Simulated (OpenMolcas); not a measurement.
# A workflow on NH3 (SMILES N)

Wanted: the energy (HF/ANO-RCC-MB), then the energy (CASSCF(2,2)/ANO-RCC-VDZP), then the energy along one coordinate (CASPT2(2,2)/ANO-RCC-VDZP), then an energy scan (SC-NEVPT2(2,2)/ANO-RCC-VDZP), then an energy scan (MC-PDFT[tPBE](2,2)/ANO-RCC-VDZP) of NH3. 

Program for the calculation: OpenMolcas 26.06.

**1. Starting point**

The species is NH3 (4 atoms), meant as a singlet with charge 0. SMILES: `N`. The shape is that of a PBE0-D4/def2-TZVP optimisation.

Bond lengths: N1–H2 1.013 Å, N1–H3 1.013 Å, N1–H4 1.013 Å. Angles: H2–N1–H3 107.1°, H2–N1–H4 107.1°, H3–N1–H4 107.1°.

**2. A single-point energy at HF/ANO-RCC-MB (DKH2) (run 1)**

geom.xyz

```xyz
4

N     -0.069910     0.249470     0.110930
H      0.490470    -0.301820     0.749180
H     -0.887480    -0.301940    -0.118910
H      0.466920     0.354280    -0.741200
```

step1.input

```
&GATEWAY
  Coord
  geom.xyz
  Basis
  ANO-RCC-MB
  Group
  NoSym

&SEWARD

&SCF
  PrOrbitals
  0

&LOCALISATION
  Occupied
  Freeze
  Pipek-Mezey

&LOCALISATION
  FileOrb
  $Project.LocOrb
  Virtual
  Pipek-Mezey
```

Run with:

```
$ export MOLCAS_MEM=1860
$ pymolcas step1.input > step1.log
```

What it wrote:

```text
--- Start Module: gateway ---
[...]
--- Stop Module: gateway /rc=_RC_ALL_IS_WELL_ ---
[...]
      Basis functions            8
[...]
       Convergence after   8 Iterations
[...]
::    Total SCF energy                                -56.1327615602
[...]
      Total spin, S                                     0.0000000000
[...]
      Total electronic charge=   10.000000
      Total            charge=   -0.000000
[...]
      Dipole Moment (debye):
      Origin of the operator (angstrom)=   -0.0534    0.1904    0.0847
                   X=  4.5370E-01               Y= -1.6191E+00               Z= -7.1993E-01           Total=  1.8291E+00
      Quadrupole Moment (debye*angstrom):
[...]
--- Start Module: localisation ---
[...]
--- Stop Module: localisation /rc=_RC_ALL_IS_WELL_ ---
--- Start Module: localisation ---
[...]
--- Stop Module: localisation /rc=_RC_ALL_IS_WELL_ ---
[...]
```

Run time: 2.1 s. Hardware: 1 thread of Intel Xeon Platinum 8375C at 2.90GHz (Ice Lake), shared host; peak memory 0.41 GiB.

**3. A single-point energy at CASSCF(2,2)/ANO-RCC-VDZP (DKH2) (run 2)**

geom.xyz is that of step 2.

step2.inp

```
* H3N CASSCF
>>> EXPORT MOLCAS_PRINT=2

&GATEWAY
  Coord=geom.xyz
  Basis=ANO-RCC-MB
  Group=NoSym

&SEWARD

&RASSCF
  FileOrb=$CurrDir/step1.LocOrb
  Alter=1
  1 2 5
  Spin=1
  Nactel=2 0 0
  Inactive=4
  Ras2=2
  OrbListing=Nothing
>>> COPY $Project.RunFile RUNFIL1
>>> COPY $Project.RasOrb INPORB

&GATEWAY
  Coord=geom.xyz
  Basis=ANO-RCC-VDZP
  Group=NoSym

&SEWARD
>>> COPY $Project.RunFile RUNFIL2

&EXPBAS

&RASSCF
  FileOrb=$Project.ExpOrb
  Spin=1
  Nactel=2 0 0
  Inactive=4
  Ras2=2
  OrbListing=Nothing
  OrbAppear=Compact
```

Run with:

```
$ export MOLCAS_MEM=1860
$ pymolcas step2.inp > step2.log
```

What it wrote:

```text
--- Start Module: gateway ---
[...]
      Basis functions            8
[...]
      Number of active orbitals                  2
[...]
      Spin quantum number                      0.0
[...]
      Active orbitals                            2
[...]
      Number of CSFs                             3
[...]
      Number of root(s) required                 1
[...]
      Convergence after 11 iterations
[...]
      printout of CI-coefficients larger than  0.05 for root  1
      energy=     -56.149104
      conf/sym  11     Coeff  Weight
             1  20   0.99514 0.99031
             3  02  -0.09845 0.00969
      Natural orbitals and occupation numbers for root  1
      sym 1:   1.980613   0.019387
      ************************************************************************************************************************
      *                                                    Final results                                                     *
[...]
::    RASSCF root number  1 Total energy:    -56.14910399
[...]
      Basis functions           29
[...]
      Convergence after 15 iterations
[...]
      Natural orbitals and occupation numbers for root  1
      sym 1:   1.981740   0.018260
      ************************************************************************************************************************
      *                                                    Final results                                                     *
[...]
::    RASSCF root number  1 Total energy:    -56.26411422
[...]
      Total electronic charge=   10.000000
      Total            charge=   -0.000000
[...]
      Dipole Moment (debye):
      Origin of the operator (angstrom)=   -0.0534    0.1904    0.0847
                   X=  3.6606E-01               Y= -1.3901E+00               Z= -6.6923E-01           Total=  1.5856E+00
      Quadrupole Moment (debye*angstrom):
[...]
```

It took 4.8 s on 1 thread of Intel Xeon Platinum 8375C at 2.90GHz (Ice Lake), shared host; peak memory 0.41 GiB.

**4. An energy scan at CASPT2(2,2)/ANO-RCC-VDZP (DKH2, ipea shift 0.25 Eh, pt2 variant SS) (run 3)**

step3.inp

```
>>> COPY $CurrDir/step2.RasOrb $Project.RasOrb
>>> ForEach K in (1, 2, 3, 4, 5, 6, 7, 8, 9)
&GATEWAY
Coord
$CurrDir/point$K.xyz
Basis
ANO-RCC-VDZP
Group
NoSym
&SEWARD
&RASSCF
FileOrb
$Project.RasOrb
Spin
1
Nactel
2 0 0
Inactive
4
Ras2
2
OrbListing
Nothing
OrbAppear
Compact
&CASPT2
Imaginary
0.2
Frozen
1
>>> EndDo
```

Run with:

```
$ export MOLCAS_MEM=1860
$ pymolcas step3.inp > step3.log
```

What it wrote:

```text
[...]
      Basis functions           29
[...]
      Number of active orbitals                  2
[...]
      Spin quantum number                      0.0
[...]
      Active orbitals                            2
[...]
      Number of CSFs                             3
[...]
      Number of root(s) required                 1
[...]
      Convergence after 11 iterations
[...]
      printout of CI-coefficients larger than  0.05 for root  1
      energy=     -56.252154
      conf/sym  11     Coeff  Weight
             1  20   0.99688 0.99376
             3  02  -0.07896 0.00624
      Natural orbitals and occupation numbers for root  1
      sym 1:   1.987529   0.012471
      ************************************************************************************************************************
      *                                                    Final results                                                     *
[...]
::    RASSCF root number  1 Total energy:    -56.25215399
[...]
::    CASPT2 Root  1     Total energy:    -56.42961251
[...]
      Convergence after 11 iterations
[...]
      Natural orbitals and occupation numbers for root  1
      sym 1:   1.981713   0.018287
      ************************************************************************************************************************
      *                                                    Final results                                                     *
[...]
      Convergence after 13 iterations
[...]
      Convergence after 11 iterations
[...]
      Convergence after 10 iterations
[...]
::    RASSCF root number  1 Total energy:    -56.11483206
[...]
::    CASPT2 Root  1     Total energy:    -56.27518208
[...]
      Convergence after 10 iterations
[...]
::    RASSCF root number  1 Total energy:    -56.10987771
[...]
      Reference weight:           0.95232
[...]
::    CASPT2 Root  1     Total energy:    -56.26820859
[...]
```

Run time: 23 s. Hardware: 1 thread of Intel Xeon Platinum 8375C at 2.90GHz (Ice Lake), shared host; peak memory 0.41 GiB.

The scan, from its lowest point:

| H2–N1 (Å) | energy (kJ/mol) |
| --- | --- |
| 0.911 | 30.7 |
| 1.013 | 0.0 |
| 1.114 | 16.2 |
| 1.266 | 80.2 |
| 1.468 | 184.5 |
| 1.721 | 298.2 |
| 2.025 | 386.0 |
| 2.430 | 436.2 |
| 3.038 | 454.5 |

**5. An energy scan at SC-NEVPT2(2,2)/ANO-RCC-VDZP (DKH2, pt2 variant SC-NEVPT2) (run 4)**

step4.inp

```
* H3N NEVPT2
>>> EXPORT MOLCAS_PRINT=2
>>> COPY $CurrDir/step2.RasOrb $Project.RasOrb
>>> ForEach K in (1, 2, 3, 4, 5, 6, 7, 8, 9)

&GATEWAY
 COORD
 $CurrDir/point$K.xyz
 BASIS
 ANO-RCC-VDZP
 GROUP
 NoSym

&SEWARD

&RASSCF
 FILEORB
 $Project.RasOrb
 SPIN
 1
 NACTEL
 2 0 0
 INACTIVE
 4
 RAS2
 2
 ORBLISTING
 Nothing
 ORBAPPEAR
 Compact

&CASPT2
 SC-NEVPT2
 FROZEN
 1
>>> EndDo
```

Run with:

```
$ export MOLCAS_MEM=1860
$ pymolcas step4.inp > step4.log
```

What it wrote:

```text
--- Start Module: gateway ---
[...]
      Basis functions           29
[...]
      Number of active orbitals                  2
[...]
      Spin quantum number                      0.0
[...]
      Active orbitals                            2
[...]
      Number of CSFs                             3
[...]
      Number of root(s) required                 1
[...]
      Convergence after 11 iterations
[...]
      printout of CI-coefficients larger than  0.05 for root  1
      energy=     -56.252154
      conf/sym  11     Coeff  Weight
             1  20   0.99688 0.99376
             3  02  -0.07896 0.00624
      Natural orbitals and occupation numbers for root  1
      sym 1:   1.987529   0.012471
      ************************************************************************************************************************
      *                                                    Final results                                                     *
[...]
::    RASSCF root number  1 Total energy:    -56.25215399
[...]
::    SC-NEVPT2 Root  1     Total energy:    -56.42807240
[...]
      Convergence after 11 iterations
[...]
      Natural orbitals and occupation numbers for root  1
      sym 1:   1.981713   0.018287
      ************************************************************************************************************************
      *                                                    Final results                                                     *
[...]
      Convergence after 13 iterations
[...]
      Convergence after 11 iterations
[...]
      Convergence after 10 iterations
[...]
::    RASSCF root number  1 Total energy:    -56.11483206
[...]
::    SC-NEVPT2 Root  1     Total energy:    -56.27271404
[...]
      Convergence after 10 iterations
[...]
::    RASSCF root number  1 Total energy:    -56.10987771
[...]
::    SC-NEVPT2 Root  1     Total energy:    -56.26595097
[...]
```

Run time: 21 s. Hardware: 1 thread of Intel Xeon Platinum 8375C at 2.90GHz (Ice Lake), shared host; peak memory 0.41 GiB.

The scan, from its lowest point:

```csv
H2–N1 (Å),energy (kJ/mol)
0.911,32.4
1.013,0.0
1.114,14.7
1.266,77.4
1.468,182.1
1.721,298.5
2.025,389.3
2.430,440.3
3.038,458.1
```

**6. An energy scan at MC-PDFT[tPBE](2,2)/ANO-RCC-VDZP (DKH2) (run 5)**

step5.input

```
>>> EXPORT MOLCAS_PRINT=2
>>> COPY $CurrDir/step2.RasOrb $Project.RasOrb
>>> ForEach K in (1, 2, 3, 4, 5, 6, 7, 8, 9)

&GATEWAY
 Coord = $CurrDir/point$K.xyz
 Basis = ANO-RCC-VDZP
 Group = NoSym

&SEWARD

&RASSCF
 FileOrb = $Project.RasOrb
 Spin = 1
 Nactel = 2 0 0
 Inactive = 4
 Ras2 = 2
 OrbListing = Nothing
 OrbAppear = Compact

&MCPDFT
 KSDFT = T:PBE
>>> EndDo
```

Run with:

```
$ export MOLCAS_MEM=1860
$ pymolcas step5.input > step5.log
```

What it wrote:

```text
--- Start Module: gateway ---
[...]
      Basis functions           29
[...]
      Number of active orbitals                  2
[...]
      Spin quantum number                      0.0
[...]
      Active orbitals                            2
[...]
      Number of CSFs                             3
[...]
      Number of root(s) required                 1
[...]
      Convergence after 11 iterations
[...]
      printout of CI-coefficients larger than  0.05 for root  1
      energy=     -56.252154
      conf/sym  11     Coeff  Weight
             1  20   0.99688 0.99376
             3  02  -0.07896 0.00624
      Natural orbitals and occupation numbers for root  1
      sym 1:   1.987529   0.012471
      ************************************************************************************************************************
      *                                                    Final results                                                     *
[...]
::    RASSCF root number  1 Total energy:    -56.25215399
[...]
::    MCPDFT root number  1 Total energy:    -56.51799431
[...]
      Convergence after 11 iterations
[...]
      Natural orbitals and occupation numbers for root  1
      sym 1:   1.981713   0.018287
      ************************************************************************************************************************
      *                                                    Final results                                                     *
[...]
      Convergence after 13 iterations
[...]
      Convergence after 11 iterations
[...]
      Convergence after 10 iterations
[...]
::    RASSCF root number  1 Total energy:    -56.11483206
[...]
::    MCPDFT root number  1 Total energy:    -56.35200142
[...]
      Convergence after 10 iterations
[...]
::    RASSCF root number  1 Total energy:    -56.10987771
[...]
::    MCPDFT root number  1 Total energy:    -56.34424947
[...]
```

Run time: 24 s. Hardware: 1 thread of Intel Xeon Platinum 8375C at 2.90GHz (Ice Lake), shared host; peak memory 0.41 GiB.

The scan, from its lowest point:

```csv
H2–N1 (Å),energy (kJ/mol)
0.911,31.2
1.013,0.0
1.114,15.5
1.266,79.1
1.468,185.3
1.721,306.6
2.025,406.9
2.430,467.0
3.038,487.3
```

**7. What came out**

```
                                                         quantity         value
                               run 1, HF/ANO-RCC-MB: total energy  -56.13276 Eh
                              run 1, HF/ANO-RCC-MB: dipole moment        1.83 D
                                run 1, HF/ANO-RCC-MB: HOMO energy     -12.12 eV
                                run 1, HF/ANO-RCC-MB: LUMO energy      13.02 eV
                              run 1, HF/ANO-RCC-MB: HOMO–LUMO gap      25.14 eV
                    run 2, CASSCF(2,2)/ANO-RCC-VDZP: total energy  -56.26411 Eh
  run 2, CASSCF(2,2)/ANO-RCC-VDZP: dipole moment (CASSCF density)        1.59 D
       run 3, CASPT2(2,2)/ANO-RCC-VDZP: lowest energy of the scan  -56.44131 Eh
    run 4, SC-NEVPT2(2,2)/ANO-RCC-VDZP: lowest energy of the scan  -56.44042 Eh
run 5, MC-PDFT[tPBE](2,2)/ANO-RCC-VDZP: lowest energy of the scan  -56.52986 Eh
```

What this shows: Mulliken charges (run 1, HF/ANO-RCC-MB) run from -0.69 on N1 to +0.23 on H2.
